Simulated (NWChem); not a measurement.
Program: NWChem. System: Na (+1), charge 1, spin multiplicity 1. Level: CCSD(T)/def2-TZVP, 1 core orbitals frozen.

Input file:

```
start mol
memory heap 100 mb stack 700 mb global 1900 mb
charge 1
geometry units angstroms nocenter noautoz
  Na     0.000000     0.000000     0.000000
  symmetry group D2h
end
basis spherical
  * library def2-tzvp
end
scf
  rhf
  nopen 0
  maxiter 100
  thresh 1e-7
  semidirect memsize 60000000 filesize 0
end
tce
  freeze core 1
  ccsd(t)
  2eorb
  2emet 13
  thresh 1e-6
  maxiter 100
  tilesize 24
end
task tce energy
```

NWChem printed:

```
             Northwest Computational Chemistry Package (NWChem) 7.3.0
             --------------------------------------------------------

                                NWChem Input Module
                                -------------------

 Scaling coordinates for geometry "geometry" by  1.889725989
 (inverse scale =  0.529177249)

                             Geometry "geometry" -> ""
                             -------------------------

 Output coordinates in angstroms (scale by  1.889725989 to convert to a.u.)

  No.       Tag          Charge          X              Y              Z
 ---- ---------------- ---------- -------------- -------------- --------------
    1 Na                  11.0000     0.00000000     0.00000000     0.00000000

 Effective nuclear repulsion energy (a.u.)       0.0000000000

            Nuclear Dipole moment (a.u.)
            ----------------------------
        X                 Y               Z
 ---------------- ---------------- ----------------
     0.0000000000     0.0000000000     0.0000000000

      Symmetry information
      --------------------

 Group name             D2h
 Group number             26
 Group order               8
 No. of unique centers     1

      Symmetry unique atoms

     1


 Summary of "ao basis" -> "" (spherical)
 ------------------------------------------------------------------------------
       Tag                 Description            Shells   Functions and Types
 ---------------- ------------------------------  ------  ---------------------
 *                         def2-tzvp                  on all atoms

 Summary of "ao basis" -> "ao basis" (spherical)
 ------------------------------------------------------------------------------
       Tag                 Description            Shells   Functions and Types
 ---------------- ------------------------------  ------  ---------------------
 Na                        def2-tzvp                12       32   5s4p3d

                                 NWChem SCF Module
                                 -----------------

  ao basis        = "ao basis"
[...]
      Number of processors :     1
         Wavefunction type : Restricted Hartree-Fock
          No. of electrons :    10
           Alpha electrons :     5
            Beta electrons :     5
           No. of orbitals :    64
            Alpha orbitals :    32
             Beta orbitals :    32
        Alpha frozen cores :     1
         Beta frozen cores :     1
     Alpha frozen virtuals :     0
      Beta frozen virtuals :     0
         Spin multiplicity : singlet
    Number of AO functions :    32
       Number of AO shells :    12
        Use of symmetry is : on
      Symmetry adaption is : on
         Schwarz screening : 0.10D-09

          Correlation Information
          -----------------------
          Calculation type : Coupled-cluster singles & doubles w/ perturbation
   Perturbative correction : (T)
            Max iterations :      100
        Residual threshold : 0.10D-05
     T(0) DIIS level shift : 0.00D+00
     L(0) DIIS level shift : 0.00D+00
     T(1) DIIS level shift : 0.00D+00
     L(1) DIIS level shift : 0.00D+00
     T(R) DIIS level shift : 0.00D+00
     T(I) DIIS level shift : 0.00D+00
   CC-T/L Amplitude update :  5-th order DIIS
                I/O scheme : Global Array Library
        L-threshold :  0.10D-05
        EOM-threshold :  0.10D-05
 no EOMCCSD initial starts read in
 TCE RESTART OPTIONS
 SLICE:      F
 D4D5:       F
 quantumc:   F
 qrotation:  F
 pwtce:      F
 qducc:      F
 nacto:                         0
 nrotv:                         0
 nrot:                          0

            Memory Information
            ------------------
          Available GA space size is     249035776 doubles
          Available MA space size is     104855524 doubles

 Maximum block size supplied by input
 Maximum block size        24 doubles

 tile_dim =      9

 -------------------------------------------------

 Global array virtual files algorithm will be used

 Parallel file system coherency ......... OK

 4-electron integrals stored in orbital form

 v2    file size   =            30247
 4-index algorithm nr.  13 is used
 imaxsize =       30
 imaxsize ichop =        0


CCSD iterations
 ---------------------------------------------------------
 Iter          Residuum       Correlation     Cpu    Wall
 ---------------------------------------------------------
    1   0.0765118287613  -0.1588506642707     0.4     0.4
    2   0.0119444538251  -0.1631784417819     0.4     0.4
    3   0.0025168306132  -0.1637599526064     0.4     0.4
    4   0.0006175567584  -0.1638476041332     0.4     0.4
    5   0.0001572718940  -0.1638696622126     0.4     0.4
    6   0.0000180169458  -0.1638754068658     0.4     0.4
    7   0.0000045354391  -0.1638758474006     0.4     0.4
    8   0.0000010902824  -0.1638758574844     0.4     0.4
    9   0.0000003657231  -0.1638758694367     0.4     0.4
 -----------------------------------------------------------------
 Iterations converged
 CCSD correlation energy / hartree =        -0.163875869436690
 CCSD total energy / hartree       =      -161.834129129494812

 Singles contributions

 Doubles contributions
 CCSD(T)
 Using plain CCSD(T) code
             total no. of tasks         1204
 total no. of tasks / no. procs         1204
                         wl_min           27           1.7
                         wl_max          729           3.0
        thresh for no. of tasks         1204

 CCSD[T]  correction energy / hartree =        -0.002183430809062
 CCSD[T] correlation energy / hartree =        -0.166059300245752
 CCSD[T] total energy / hartree       =      -161.836312560303867
 CCSD(T)  correction energy / hartree =        -0.001926561384347
 CCSD(T) correlation energy / hartree =        -0.165802430821038
 CCSD(T) total energy / hartree       =      -161.836055690879164

 Task  times  cpu:        5.2s     wall:        5.2s

 Total times  cpu:        5.3s     wall:        5.3s
```
